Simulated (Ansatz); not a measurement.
**Relaxing BaNb**

These are results of Ansatz 0.2.0, DFT PBE, scalar-relativistic, plane waves, PAW, not measurements. Cutoff 420 eV, Γ-centred k mesh, Gaussian smearing, no spin polarisation in the final step.

BaNb was placed on the tungsten carbide structure type (P-6m2, No. 187), with Ba in place of W, Nb in place of C, at a guessed volume.

```
CELL_PARAMETERS angstrom
3.85375 0.00000 0.00000
-1.92687 3.33744 0.00000
0.00000 0.00000 3.75875
ATOMIC_POSITIONS crystal
Ba 0.00000 0.00000 0.00000
Nb 0.66667 0.33333 0.50000
```

Steps on the 6×6×4 mesh (2 atoms). 12 of 17 steps are shown, and the free energy counts from the last. Trial steps that were taken back and renewals of the plane-wave basis can be among the rows.

```csv
step,ΔF (meV/atom),V (Å³/atom),P (GPa)
1,911.8,24.17,11.87
2,764.0,26.49,5.69
4,613.6,28.65,1.54
5,527.8,28.60,0.89
7,323.8,28.41,-0.75
8,238.6,27.47,-0.60
10,185.6,25.32,-0.54
11,177.6,25.73,-0.20
13,40.9,26.41,1.50
14,13.9,26.49,0.98
16,0.3,27.05,-0.21
17,0.0,27.05,-0.20
```

A final relaxation ran on a 18×18×10 mesh. The relaxed crystal, P-6m2 (No. 187):

Space group P-6m2 (No. 187). a = 3.260 Å, b = 3.260 Å, c = 5.892 Å, α = 90.00°, β = 90.00°, γ = 120.00°
| atom | site | symmetry | x | y | z |
| --- | --- | --- | --- | --- | --- |
| Ba | 1a | -6m2 | 0.0000 | 0.0000 | 0.0000 |
| Nb | 1f | -6m2 | 0.6667 | 0.3333 | 0.5000 |

For BaNb, the volume per atom is 27.12 Å³. The density is 7.05 g/cm³, the energy over the elements is 1.24 eV/atom and the gap on the 18×18×10 mesh is 0 eV (a metal).

The zero of energy is the elements' standard structures at the same level; no fitted shifts are applied.

The final run used a 18×18×10 mesh on its 2-atom cell and 0.10 eV smearing. For metals, differences of a few meV/atom aren't resolved.

A structure relaxed within its symmetry needn't be a true minimum.

Cost: 3 runs of about 3.5 core-minutes in all, on Intel Xeon Platinum 8259CL (Skylake/Cascade Lake) (shared hosts).